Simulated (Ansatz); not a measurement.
# How far each method lies from RCCSDT(Q) for H₂Si–C, triplet

Geometry: a PBE0/def2-TZVP stationary point for this spin, not checked as a minimum.

```xyz
4

Si    0.0000    0.0000    0.4775
C     0.0000    0.0000   -1.3428
H     0.0000    1.2125    1.3475
H     0.0000   -1.2125    1.3475
```

Basis cc-pVDZ; Ansatz 0.2.0. Correlated methods freeze the noble-gas cores, which leaves 10 electrons in 36 orbitals. Prefix R: restricted or restricted open-shell reference; prefix U: unrestricted. Active spaces: pair = (4e, 4o) about the gap; valence = (10e, 10o) chosen from the atoms' valence shells.

Full CI isn't at hand for all of this; RCCSDT(Q) serves as the reference, and is uncertain by the last step of the cluster series or more. The frozen core follows each run's orbitals, which can shift R against U totals by a few meV.

Unrestricted rows (U) aren't spin-pure: their determinants' ⟨S²⟩ exceeds S(S+1) by up to 0.68, so they mix in states of higher spin. HF rows: RHF is the lowest solution found, UHF is the lowest solution found. Coupled cluster chose its determinant by a search with trial CCSD, here up to 0.38 eV above the lowest Hartree–Fock solution of its kind, and MP2 stands on that determinant too.

* UHF ⟨S²⟩: 2.681
* T1 diagnostic (RCCSD): 0.0536
* largest doubles amplitude (RCCSD): 0.174
* T1 diagnostic (UCCSD): 0.0629

```json
{"level": "UHF", "E − E(determinant under the R cluster runs) (eV)": "-0.9776"}
{"level": "RMP2", "E − E(determinant under the R cluster runs) (eV)": "-5.1041"}
{"level": "UMP2", "E − E(determinant under the R cluster runs) (eV)": "-5.0226"}
{"level": "RCCSD", "E − E(determinant under the R cluster runs) (eV)": "-6.2153"}
{"level": "UCCSD", "E − E(determinant under the R cluster runs) (eV)": "-6.2406"}
{"level": "RCCSD(T)", "E − E(determinant under the R cluster runs) (eV)": "-6.4798"}
{"level": "UCCSD(T)", "E − E(determinant under the R cluster runs) (eV)": "-6.4473"}
```

(1) Estimate how far RCCSDT(Q) in cc-pVDZ lies from RCCSD(T). The table doesn't fix it; the size of (T) and the diagnostics are the guide.

(1) RCCSDT(Q) in cc-pVDZ lies 79 meV below RCCSD(T), which is 30 % of the (T) step (-265 meV). T1 is raised, a doubles amplitude is large, and the rest is a large part of (T). The miss exceeds 1 kcal/mol.

The other levels:

```tsv
level	E − E(RCCSDT(Q)) (meV)	share of correlation (%)	wall time
RHF†	6182	–	–
BCCD(T)	84	98.71	12 s
RCCSDT	24	99.63	–
UCCSDT	20	99.70	–
UCCSDT(Q)	-2	100.03	47 s
CASSCF (pair space)	5375	18.04	–
NEVPT2 (pair space)	1203	81.66	5.5 s
MRCISD (pair space)	569	91.33	–
MRCISD+Q (pair space)	77	98.82	7 s
CASSCF (valence space)	3628	44.68	–
NEVPT2 (valence space)	928	85.84	13 s
NEVPT4(SD) (valence space)	130	98.02	16 s
MRCISD (valence space)	255	96.12	–
MRCISD+Q (valence space)	42	99.37	18 s
```

A dagger marks rows that describe another state than the reference (another or a broken symmetry, a higher spin or other natural occupations), so the difference holds a gap between states beside the method's error.

The correlation energy at RCCSDT(Q), counted from the determinant under the R cluster runs, is -6.558 eV. That run took 43 s on 1 thread of Arm Neoverse N1, shared host.

Run but not shown, since their state, orbitals or frozen core can't be matched to the reference's or they repeat it: CISD.

Times hold each run's SCF and search for its determinant on a shared host, so for small cases they say little of a method's own cost; they ran on 1 thread of Arm Neoverse N1.

Natural occupations of CASSCF (valence space) about the gap: 1.980 1.970 1.968 1.802 1.002 0.998 0.198 0.043 0.023 0.016; effectively unpaired electrons, Σ n²(2−n)², 2.27.
